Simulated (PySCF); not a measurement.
# Ionisation energy of Ne by level of theory

Ne [Ne] (1S) → Ne⁺ [He] 2s2 2p5 (2P), as a difference of total energies. Calculation: PySCF 2.14, in def2-TZVP; the non-relativistic Hamiltonian (point nucleus). Correlated levels: valence: 1s2 frozen. The calculations carry no spin-orbit coupling.

```
           method  ionisation energy (eV)
              UHF                  19.673
             BP86                  21.712
             PBE0                  21.428
    MP2 (valence)                  21.534
SCS-MP2 (valence)                  21.388
   CCSD (valence)                  21.274
CCSD(T) (valence)                  21.321
```

Errors of the correlated levels include the incompleteness of this basis and the frozen core.

Which method comes closest to the reference value, and which is furthest?

The reference is 21.597 eV (measured; NIST levels, between the centres of gravity of the two terms). Closest: MP2 (valence) (error -0.063 eV); furthest: UHF (error -1.924 eV).
